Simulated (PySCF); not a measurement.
PySCF input for disilane cation (H6Si2), SMILES [SiH3][SiH3] (connectivity only; charge and spin as stated), charge +1, multiplicity 2, B3LYP-D3(BJ)/def2-TZVP. Geometry optimised at B3LYP-D3(BJ)/def2-TZVP. The spin state was assumed, not searched.

```python
import numpy as np
from pyscf import gto, scf, dft, df
from pyscf.hessian import thermo

mol = gto.M(
    atom='''
    Si    0.00000000   -0.00000000   -1.38598130
    Si   -0.00000000    0.00000000    1.38598130
    H    -1.26186802   -0.72853984   -1.58693776
    H     1.26186801   -0.72853984   -1.58693776
    H    -0.00000000    1.45707968   -1.58693776
    H    -1.26186801    0.72853984    1.58693776
    H     1.26186802    0.72853984    1.58693776
    H     0.00000000   -1.45707968    1.58693776
    ''',
    basis='def2-TZVP',
    charge=1,
    spin=1,
    max_memory=1600,
    verbose=3,
)
mf = dft.UKS(mol, xc='b3lyp').density_fit(auxbasis='def2-universal-jkfit')
mf.disp = 'd3bj'
mf.grids.level = 3
mf.conv_tol = 1e-11
mf.max_cycle = 100
mf.kernel()
fine, coarse = mf.grids, dft.Grids(mol).set(level=1).build(with_non0tab=True)
for _ in range(3):  # follow internal instabilities
    mf.grids = coarse
    mo, _, stable, _ = mf.stability(return_status=True, nroots=4)
    mf.grids = fine
    if stable:
        break
    mf.kernel(mf.make_rdm1(mo, mf.mo_occ))

# [left out here: the lines that compute and print the analytic Hessian (its translational invariance restored by hand, since the grid's response is missing), thermochemistry and intensities]
```

Output:

```

WARN: HOMO -0.234254208779367 >= LUMO -0.234254208779365

converged SCF energy = -582.30068260604  <S^2> = 0.75226021  2S+1 = 2.0022589
<class 'pyscf.df.df_jk.DFUKS'> wavefunction is stable in the internal stability analysis

WARN: DFTD3 does not support analytical Hessian, using finite difference


WARN: Mole.unit (angstrom) is changed to Bohr

Mode                                 0                   1                   2
Irrep
Freq [cm^-1]                      101.9091            198.2373            243.8796
Reduced mass [au]                   1.0080              8.3056              1.0118
Force const [Dyne/A]                0.0062              0.1923              0.0355
Char temp [K]                     146.6245            285.2194            350.8885
Normal mode                   x     y     z       x     y     z       x     y     z
       0  Si                 0.00  0.00  0.00    0.00  0.00  0.13    0.01 -0.00 -0.00
       1  Si                -0.00 -0.00 -0.00    0.00 -0.00 -0.13    0.01 -0.00  0.00
       2   H                -0.20  0.35  0.00   -0.00 -0.00  0.12   -0.08  0.00  0.49
       3   H                -0.20 -0.35 -0.00    0.00 -0.00  0.12   -0.08 -0.00 -0.49
       4   H                 0.41 -0.00 -0.00   -0.00  0.00  0.12   -0.08  0.00  0.00
       5   H                -0.20 -0.35 -0.00   -0.00  0.00 -0.12   -0.08 -0.00 -0.49
       6   H                -0.20  0.35  0.00    0.00  0.00 -0.12   -0.08  0.00  0.49
       7   H                 0.41  0.00  0.00   -0.00 -0.00 -0.12   -0.08  0.00  0.00
Mode                                 3                   4                   5
Irrep
Freq [cm^-1]                      243.9570            334.1693            334.2099
Reduced mass [au]                   1.0118              1.0885              1.0885
Force const [Dyne/A]                0.0355              0.0716              0.0716
Char temp [K]                     350.9998            480.7952            480.8536
Normal mode                   x     y     z       x     y     z       x     y     z
       0  Si                -0.00 -0.01  0.00    0.04 -0.00 -0.00    0.00  0.04 -0.00
       1  Si                 0.00 -0.01 -0.00   -0.04  0.00 -0.00   -0.00 -0.04  0.00
       2   H                -0.00  0.08 -0.28   -0.05  0.00  0.47    0.00 -0.05  0.27
       3   H                 0.00  0.08 -0.28   -0.05 -0.00 -0.48   -0.00 -0.05  0.27
       4   H                 0.00  0.07  0.56   -0.05  0.00  0.00   -0.00 -0.05 -0.55
       5   H                 0.00  0.08 -0.28    0.05  0.00  0.48    0.00  0.05 -0.27
       6   H                -0.00  0.08 -0.28    0.05 -0.00 -0.47   -0.00  0.05 -0.27
       7   H                 0.00  0.07  0.56    0.05 -0.00 -0.00    0.00  0.05  0.55
Mode                                 6                   7                   8
Irrep
Freq [cm^-1]                      721.4762            786.9856            921.4421
Reduced mass [au]                   1.1103              1.1006              1.0509
Force const [Dyne/A]                0.3405              0.4016              0.5257
Char temp [K]                    1038.0436           1132.2971           1325.7501
Normal mode                   x     y     z       x     y     z       x     y     z
       0  Si                -0.00 -0.00 -0.04   -0.00  0.00  0.04   -0.03 -0.00 -0.00
       1  Si                 0.00  0.00 -0.04   -0.00 -0.00 -0.04    0.03  0.00 -0.00
       2   H                -0.05 -0.03  0.38    0.04  0.03 -0.39    0.11 -0.25  0.07
       3   H                 0.05 -0.03  0.38   -0.04  0.03 -0.39    0.11  0.26 -0.07
       4   H                -0.00  0.05  0.38    0.00 -0.05 -0.39    0.56 -0.00 -0.00
       5   H                 0.05 -0.03  0.38    0.04 -0.03  0.39   -0.11 -0.26  0.07
       6   H                -0.05 -0.03  0.38   -0.04 -0.03  0.39   -0.11  0.25 -0.07
       7   H                 0.00  0.05  0.38    0.00  0.05  0.39   -0.56  0.00  0.00
Mode                                 9                  10                  11
Irrep
Freq [cm^-1]                      921.4472            930.3736            930.3884
Reduced mass [au]                   1.0509              1.0519              1.0519
Force const [Dyne/A]                0.5257              0.5365              0.5365
Char temp [K]                    1325.7574           1338.6004           1338.6218
Normal mode                   x     y     z       x     y     z       x     y     z
       0  Si                 0.00 -0.03  0.00   -0.03 -0.00 -0.00   -0.00  0.03 -0.00
       1  Si                -0.00  0.03  0.00   -0.03 -0.00  0.00   -0.00  0.03  0.00
       2   H                -0.26  0.41  0.04    0.11 -0.26  0.07    0.26 -0.41 -0.04
       3   H                 0.26  0.41  0.04    0.11  0.26 -0.07   -0.26 -0.41 -0.04
       4   H                -0.01 -0.04 -0.08    0.55 -0.00 -0.00    0.00  0.04  0.08
       5   H                -0.26 -0.41 -0.04    0.11  0.26 -0.07   -0.26 -0.41 -0.04
       6   H                 0.26 -0.41 -0.04    0.11 -0.26  0.07    0.26 -0.41 -0.04
       7   H                 0.01  0.04  0.08    0.56 -0.00 -0.00    0.00  0.04  0.08
Mode                                12                  13                  14
Irrep
Freq [cm^-1]                     2241.7932           2243.9173           2299.6060
Reduced mass [au]                   1.0096              1.0093              1.0570
Force const [Dyne/A]                2.9894              2.9944              3.2934
Char temp [K]                    3225.4413           3228.4974           3308.6210
Normal mode                   x     y     z       x     y     z       x     y     z
       0  Si                 0.00 -0.00 -0.01   -0.00 -0.00 -0.00    0.03  0.00 -0.00
       1  Si                -0.00  0.00 -0.01    0.00  0.00  0.00   -0.03 -0.00 -0.00
       2   H                 0.35  0.20  0.05    0.35  0.20  0.05   -0.42 -0.24 -0.07
       3   H                -0.35  0.20  0.05   -0.35  0.20  0.05   -0.41  0.24  0.07
       4   H                 0.00 -0.40  0.05    0.00 -0.40  0.05    0.00 -0.00  0.00
       5   H                -0.35  0.20  0.05    0.35 -0.20 -0.05    0.41 -0.24 -0.07
       6   H                 0.35  0.20  0.05   -0.35 -0.20 -0.05    0.42  0.24  0.07
       7   H                -0.00 -0.40  0.05    0.00  0.40 -0.05   -0.00  0.00 -0.00
Mode                                15                  16                  17
Irrep
Freq [cm^-1]                     2299.6341           2306.4262           2306.5232
Reduced mass [au]                   1.0570              1.0590              1.0590
Force const [Dyne/A]                3.2935              3.3192              3.3195
Char temp [K]                    3308.6615           3318.4338           3318.5734
Normal mode                   x     y     z       x     y     z       x     y     z
       0  Si                 0.00 -0.03  0.00   -0.03 -0.00  0.00   -0.00  0.03  0.00
       1  Si                -0.00  0.03  0.00   -0.03 -0.00 -0.00   -0.00  0.03  0.00
       2   H                 0.24  0.14  0.04    0.42  0.24  0.07   -0.24 -0.14 -0.04
       3   H                -0.24  0.14  0.04    0.42 -0.24 -0.07    0.24 -0.14 -0.04
       4   H                 0.00  0.55 -0.08   -0.00  0.00 -0.00   -0.00 -0.56  0.08
       5   H                 0.24 -0.14 -0.04    0.42 -0.24 -0.07    0.24 -0.14 -0.04
       6   H                -0.24 -0.14 -0.04    0.42  0.24  0.07   -0.24 -0.14 -0.04
       7   H                -0.00 -0.56  0.08   -0.00  0.00 -0.00   -0.00 -0.55  0.08
temperature 298.1500 [K]
pressure 101325.00 [Pa]
Rotational constants [GHz] 39.35853 3.90101 3.90101
Symmetry number 6
Zero-point energy (ZPE) 0.04640 [Eh]   121817.977 [J/mol]
                           tot       elec      trans        rot        vib
Entropy [J/mol/K]       303.424      5.763    160.262     84.678     52.721
Cv [J/mol/K]             83.091      0.000     12.472     12.472     58.148
Cp [J/mol/K]             91.406      0.000     20.786     12.472     58.148
Internal energy [J/mol]                      3718.434   3718.434 130813.625
Internal energy [Eh]   -582.24803  -582.30068
Enthalpy [J/mol]                             6197.391   3718.434 130813.625
Enthalpy [Eh]          -582.24708
Gibbs free energy [J/mol]                  -41584.706 -21528.435 115094.920
Gibbs free energy [Eh] -582.28154
mode   freq/cm-1   IR/(km/mol)
   1      101.91         0.000
   2      198.24         0.000
   3      243.88         0.055
   4      243.96         0.055
   5      334.17         0.000
   6      334.21         0.000
   7      721.48       377.891
   8      786.99         0.000
   9      921.44         0.000
  10      921.45         0.000
  11      930.37       104.609
  12      930.39       104.573
  13     2241.79         0.288
  14     2243.92         0.000
  15     2299.61         0.000
  16     2299.63         0.000
  17     2306.43         7.913
  18     2306.52         7.856
max |gradient| / (hartree/bohr): 1.8290771535378787e-05
APT charges: [ 0.9127  0.9127 -0.1375 -0.1375 -0.1376 -0.1375 -0.1375 -0.1376]
```

The calculation finished and met its thresholds.

Cost: very roughly 110 core-seconds.
